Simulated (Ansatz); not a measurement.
Two isomers of C2H3NO: A = `N=CC=O`, B = `OC1=NC1`.

Gas-phase electronic energies from Ansatz, PBE0-D4/def2-TZVP geometries. CBS: MP2 limit from def2 TZ/QZ plus the TZ coupled-cluster correction, frozen cores. Functionals use def2-TZVPP. B3LYP here is the variant with VWN-RPA as its local correlation; programs differ in this. Each species was taken in one conformer, which may not be the lowest.

Question: Which is lower in electronic energy at CCSD(T)/CBS, and by how much? (Best estimate.)

Answer: Ansatz gave: A, by 91.6 kJ/mol.

Question: Give E(B) − E(A) in kJ/mol with PBE0-D4, CCSD(T)/def2-TZVPP, r2SCAN-D4, B2PLYP, CCSD/def2-TZVPP, B3LYP-D4, BLYP-D4. (Estimate.)

Answer: The calculation gave: PBE0-D4 73.7, CCSD(T)/def2-TZVPP 93.4, r2SCAN-D4 79.9, B2PLYP 93.3, CCSD/def2-TZVPP 94.2, B3LYP-D4 96.3, BLYP-D4 101.3. None reverses the order clearly.

Question: Does the order hold for the free energy at 298.15 K (harmonic terms from PBE0-D4)? (Best estimate.)

Answer: Ansatz gave: Yes: G(B) − G(A) = +95.1 kJ/mol, for one conformer each.

Largest T1 diagnostic: 0.015.

In def2-TZVPP, CCSD(T) changes the Hartree–Fock value by −16.6 kJ/mol (the triples alone add −0.8 kJ/mol) and MP2 by −31.0 kJ/mol. From r2SCAN to r2SCAN0 (25 % exact exchange), in def2-TZVPP and without D4, E(B) − E(A) moves by −4.4 kJ/mol.
